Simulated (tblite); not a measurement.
C4H10NO (doublet state).
Numbering: `[CH3:1][C:2]([CH3:3])([CH3:4])[NH:5][O:6]` (hydrogens: H7, H8, H9 on C1; H10, H11, H12 on C3; H13, H14, H15 on C4; H16 on N5)

Calculated harmonic vibrations of the isolated species, GFN2-xTB (tblite), most abundant isotopes, no scaling. This tight-binding method is rough: wavenumbers can miss measured ones by several per cent, in bad cases by 10 to 20. Open shells enter through the occupations alone, without spin polarisation, and single modes of such species can be off by tens of per cent.

Harmonic wavenumbers (cm⁻¹): 55.4, 150.5, 207.7, 222.1, 250.8, 300.1, 339.2, 373.0, 398.6, 469.3, 575.1, 792.2, 909.9, 950.1, 960.5, 965.1, 1023.1, 1037.0, 1204.5, 1233.7, 1252.7, 1364.3, 1391.0, 1397.4, 1412.4, 1429.3, 1471.5, 1483.5, 1485.6, 1489.2, 1496.2, 1503.5, 3025.1, 3031.4, 3040.4, 3042.3, 3046.3, 3049.2, 3054.1, 3056.6, 3058.9, 3202.5.

A = 4514, B = 2808, C = 2787 MHz; mass 88.076 u (most abundant isotopes); point group C1, symmetry number 1; spin multiplicity 2.

What is the zero-point energy?

Half the sum of the wavenumbers: 30101 cm⁻¹ = 360.08 kJ/mol.

Give the ideal-gas entropy at 273.15 K and 1 bar in the rigid-rotor, harmonic-oscillator model (classical rotation).

Translation 162.89, rotation 110.25, vibration 75.86, spin (R ln 2) 5.76: S = 354.8 J/(mol K).

And Cp and H(273.15 K) − H(0)?

Cp = 120.35 J/(mol K), of which vibrations give 87.09 (their classical limit is 42 R = 349.2); H(273.15 K) − H(0) = 20.81 kJ/mol without the zero-point energy, 11.72 from vibrations.

Blend soft modes into free rotors: weight 1/[1 + (100 cm⁻¹/ν̃)⁴] for the oscillator and the rest for a rotor with moment μB/(μ + B), μ = h/(8π²ν), B = 10⁻⁴⁴ kg m². What vibrational entropy results?

71.77 J/(mol K) in place of 75.86, which changes −T·S at 273.15 K by +1.12 kJ/mol.

How do the functions run with temperature in this model?

| T (K) | S (J/(mol K)) | Cp (J/(mol K)) | H − H(0) (kJ/mol) | G − H(0) (kJ/mol) | ln q(vib) |
| --- | --- | --- | --- | --- | --- |
| 100 | 265.0 | 64.2 | 4.56 | -21.95 | 0.87 |
| 200 | 320.8 | 98.6 | 12.80 | -51.36 | 2.59 |
| 300 | 366.4 | 128.5 | 24.15 | -85.78 | 4.47 |
| 500 | 446.1 | 186.6 | 55.83 | -167.20 | 8.26 |
| 800 | 548.3 | 248.6 | 121.84 | -316.83 | 13.79 |
| 1000 | 607.0 | 277.0 | 174.53 | -432.48 | 17.28 |

q(vib) and H(0) count from the zero-point level.

Hindered rotation and anharmonicity are outside this model. The structure is chiral; the term R ln 2 for an equal mix with its mirror image is left out.

Conformer computed: `[CH3:1][C:2]([CH3:3])([CH3:4])[NH:5][O:6]`: C1–C2–N5–O6 -77°.
